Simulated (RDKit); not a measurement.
**C3H6O (cyclopropanol) at MMFF94**

Wanted: a structure relaxation of C3H6O (cyclopropanol). Input form: a Python script.

Program for the calculation: RDKit 2026.09.1.

## Step 1: The structure to begin with

C3H6O has 10 atoms, charge 0, and is taken as a singlet. As SMILES, `OC1CC1`. Geometry: relaxed at PBE0-D4/def2-TZVP. This is one conformer, not always the lowest. The run starts from this shape.

Bond lengths: O1–C2 1.393 Å, C2–C3 1.496 Å, C2–C4 1.484 Å, C3–C4 1.506 Å, O1–H5 0.961 Å, C2–H6 1.088 Å, C3–H7 1.083 Å, C3–H8 1.083 Å, C4–H9 1.082 Å, C4–H10 1.083 Å. Some angles: O1–C2–C3 119.4°, O1–C2–C4 116.1°, C3–C2–C4 60.7°, C2–C3–C4 59.2°, C2–C4–C3 60.0°, O1–C2–H6 114.9°, C3–C2–H6 117.6°, C4–C2–H6 117.5°, C2–O1–H5 108.1°, C2–C3–H7 118.7°.

## Step 2: A structure relaxation at MMFF94

File mol.xyz:

```xyz
10

O     -0.629730     1.024550    -1.228680
C     -0.551460     0.357980    -0.008220
C      0.184610    -0.941840     0.071850
C      0.787530     0.320620     0.629880
H     -1.263000     0.560590    -1.782990
H     -1.414620     0.488780     0.641340
H     -0.170770    -1.699780     0.759090
H      0.608360    -1.318730    -0.850920
H      0.854450     0.438620     1.703810
H      1.594630     0.769200     0.064850
```

File job.py:

```python
# MMFF94 minimise with RDKit
import json
import numpy as np
from rdkit import Chem
from rdkit.Chem import AllChem
from rdkit.Chem import rdDetermineBonds

m = Chem.MolFromXYZFile("mol.xyz")
rdDetermineBonds.DetermineBonds(m, charge=0)
print("perceived SMILES:", Chem.MolToSmiles(Chem.RemoveHs(m)))
symbols = [a.GetSymbol() for a in m.GetAtoms()]
start = m.GetConformer().GetPositions().copy()

props = AllChem.MMFFGetMoleculeProperties(m, mmffVariant="MMFF94")
ff = AllChem.MMFFGetMoleculeForceField(m, props)
e0 = ff.CalcEnergy()
print(f"start   E = {e0:.5f} kcal/mol")
path, flag, n = [], 1, 0
while flag and n < 2000:
    flag = ff.Minimize(maxIts=20, forceTol=0.0001)
    n += 20
    path.append((n, ff.CalcEnergy(), m.GetConformer().GetPositions().tolist()))
    print(f"{n:5d}   E = {path[-1][1]:.5f} kcal/mol")
print("converged" if flag == 0 else "iteration limit reached")
final = m.GetConformer().GetPositions()
for a, p in zip(symbols, final):
    print(f"{a:<2} {p[0]:11.5f} {p[1]:11.5f} {p[2]:11.5f}")
print(f"energy gained {e0 - path[-1][1]:.4f} kcal/mol")
json.dump(dict(symbols=symbols, start=start.tolist(), start_energy=e0, energy=path[-1][1], final=final.tolist(), path=path, success=flag == 0), open("results.json", "w"))
```

Launch:

```
$ python job.py
```

What values should one expect? Wanted: steric energy.

**Answer.** As computed:

Level: MMFF94.

| quantity | value |
| --- | --- |
| steric energy (arbitrary zero) | 0.00079 Eh |

In words: At the final geometry: Bond lengths: O1–C2 1.432 Å, C2–C3 1.500 Å, C2–C4 1.500 Å, C3–C4 1.502 Å, O1–H5 0.973 Å, C2–H6 1.085 Å, C3–H7 1.083 Å, C3–H8 1.084 Å, C4–H9 1.083 Å, C4–H10 1.084 Å. Some angles: O1–C2–C3 115.6°, O1–C2–C4 115.2°, C3–C2–C4 60.1°, C2–C3–C4 59.9°, C2–C4–C3 60.0°, O1–C2–H6 117.9°, C3–C2–H6 118.0°, C4–C2–H6 117.3°, C2–O1–H5 111.0°, C2–C3–H7 118.0°. The optimisation took 100 steps and changed the energy by -0.069 eV.
